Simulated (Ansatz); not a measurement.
Species: H₄Si, SMILES `[SiH4]` with one electron removed (charge 1, multiplicity 2), formula H$_{4}$Si.

Q: How many basis functions does frozen-core CCSD(T)/cc-pVDZ // B3LYP-D3(BJ)/def2-SVP (Ansatz, a program for electronic structure) use, how many core orbitals are frozen, and how many electrons are correlated?

A: 38 basis functions and 5 frozen orbitals, which leaves 7 correlated electrons. Core time is of the order of seconds.
